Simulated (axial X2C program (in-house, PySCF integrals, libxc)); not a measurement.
How long does AlF⁺ take?

A bond scan computed with an in-house relativistic program for diatomic molecules. Basis: Al dyall-v3z [8s8p2d1f], F dyall-av3z [7s6p3d2f] (cores contracted in-house).

The run was started with this input:
```json
{"zs": [13, 9], "q": 1, "bas": ["dyall-v3z", "dyall-av3z"], "levels": ["PBE0", "HF", "B3LYP"], "cc": true, "r0": 1.9, "thr": -2.0, "nmax": 90, "npts": 10, "nst": 2, "ntry": 6}
```
```bash
python so2c.py task.json out
```

Keys: zs atomic numbers; q charge; bas basis sets; levels methods; cc coupled cluster on or off; r0 starting distance in Å; thr threshold in hartree for freezing inner shells (an s shell follows its p shell); nmax most natural virtual spinors; npts points on the curve; nst determinants followed; ntry starts of the search. HF also brings MP2.

Hardware: 1 thread of Intel(R) Xeon(R) Processor @ 2.30GHz (shared host).

Wall time of one point of each curve, integrals apart:

| Hamiltonian | level | points | seconds a point |
| --- | --- | --- | --- |
| spin-free | PBE0 | 10 | 0.24 |
| spin-free | HF | 10 | 0.089 |
| spin-free | CCSD(T) (9 electrons, 90 virtuals) | 7 | 3.8 |
| spin-free | B3LYP | 10 | 0.24 |
| 2c | PBE0 | 10 | 0.26 |
| 2c | HF | 10 | 0.12 |
| 2c | CCSD(T) (9 electrons, 90 virtuals) | 7 | 3.9 |
| 2c | B3LYP | 10 | 0.3 |

The rest:

Search with its distance optimisation 7.1 s, atoms 9.3 s, whole task 83 s. Coupled cluster runs on the points near the minimum only. The program drops outer points, and coupled cluster, when its time limit (not in the input) nears; MP2, further determinants and curves that did not converge are not in the table.
